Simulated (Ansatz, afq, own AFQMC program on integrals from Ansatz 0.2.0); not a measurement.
Where AFQMC and coupled cluster stand for GeH2, triplet

```
atom   x (Å)    y (Å)    z (Å)
  Ge  0.0000  -0.0208   0.0000
   H  0.0000   0.7490  -1.3344
   H  0.0000   0.7490   1.3344
```

Basis cc-pVTZ. Only valence electrons are correlated. Integrals, coupled cluster, full CI and functionals: Ansatz 0.2.0; the random walks run on the same integrals in our own AFQMC program. The CISD trial takes its coefficients from CCSD amplitudes. Released means that phaseless walkers are propagated on without the constraint, phases kept. Free AFQMC starts from the CCSD state and is never constrained. Its projection time is finite, and what remains of the start isn't in its error. Error bars are statistical, one sigma. No spin–orbit coupling.

Determinant: UHF, the one that the program's search chose, which needn't be the lowest solution. The geometry is a PBE0/def2-TZVP stationary point of this or a neighbouring charge and spin state.

No full CI on the walks' own integrals is used here; CCSDT(Q) serves as the reference and is uncertain by about the last step of the cluster series.

Cautions: no relativity below Rb; no spin-orbit coupling; inner d shell frozen; lower spins were not checked.

The T1 diagnostic is 0.0157 and the weight of the determinant in the CISD state is 0.933. The ⟨S²⟩ of the determinant is 2.006. The size of the correlated space is 6 electrons in 57 orbitals.

Reference: CCSDT(Q), correlation energy -3.003 eV. The released energy is read at 2.40 1/Eh (meV from the phaseless value at times in 1/Eh: -1.3 ± 1.8 at 0.24, -1.2 ± 1.3 at 0.51, -1.6 ± 0.9 at 0.99, -3.4 ± 1.1 at 1.62, -2.3 ± 1.0 at 2.40).

```tsv
level	E − E(reference) (meV)	share of correlation (%)
HF	3003.0	0.00
MP2	656.9	78.13
CCSD	97.9	96.74
CCSD(T)	20.2	99.33
CCSDT	1.7	99.94
ph-AFQMC/HF	20.8 ± 12.4	99.31
ph-AFQMC/CISD	2.5 ± 1.9	99.92
released AFQMC	0.3 ± 1.0	99.99
free AFQMC	-0.1 ± 1.1	100.00
```

Free projections are given only where their last times agree within the noise and don't stop above the reference; a slow remainder of the start can still hide under it. A walk keeps the symmetry of its determinant, which the program's search chose and which needn't be the lowest solution, so a lower state of the same spin and another symmetry isn't excluded. Released energies are given only where the last usable release times agree within the noise; a slower fall can still hide under it.
